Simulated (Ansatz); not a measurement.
The same path of H2 + H7NSi2 (12 atoms, charge 0, multiplicity 1) was run twice with different band settings. Lost on the way: Si1–Si2, H11–H12. Made: Si1–H11, Si2–H12.

Method: RKS r2SCAN-D4/6-31G* (Ansatz).

Relaxed end points:

```xyz
12
Properties=species:S:1:pos:R:3
Si 0.374 0.091 0.097
Si 0.412 0.057 2.450
H -0.956 -0.158 3.012
H 1.296 -1.023 2.982
H 0.907 1.358 2.994
H 1.775 0.264 -0.385
N -0.575 1.341 -0.659
H -1.580 1.319 -0.523
H -0.241 2.296 -0.575
H -0.145 -1.222 -0.384
H -3.616 -0.160 0.536
H -3.166 -0.033 1.113
```

```xyz
12
Properties=species:S:1:pos:R:3
Si -0.341 -0.348 -0.984
Si -0.514 0.490 3.067
H -0.511 0.253 4.543
H 0.318 -0.563 2.433
H 0.059 1.843 2.831
H 0.919 -1.021 -0.568
N -0.533 1.083 -0.009
H -1.426 1.561 -0.059
H 0.215 1.769 -0.020
H -0.263 -0.138 -2.466
H -1.516 -1.220 -0.713
H -1.923 0.420 2.602
```

Common settings: movable images 7; climbing image yes; spring 5.0 eV/Å²; optimiser quadratic models (default); start path through a guess of the saddle point; iteration limit 60; end points relaxed.

| run | force threshold |
| --- | --- |
| 1 | 0.05 eV/Å |
| 2 | 0.5 eV/Å |

Question: What does each run give, and how far can it be trusted?

Answer: Run 1: converged after 35 iterations, highest image 2.537 eV above the first end. Neighbouring images differ by up to 2.3 eV, so the band resolves the path poorly. A vibrational analysis at the climbing image gives one clearly imaginary mode, 1369i cm⁻¹: a first-order saddle point.
Run 2: converged after 29 iterations, highest image 2.594 eV above the first end. The threshold of 0.5 eV/Å is loose, so the images may lie well off the minimum-energy path. Neighbouring images differ by up to 2.4 eV, so the band resolves the path poorly. The order of the point at the top wasn't checked.
The orbitals stay closed-shell, which can raise the energy where a bond breaks towards radicals; this wasn't checked here.
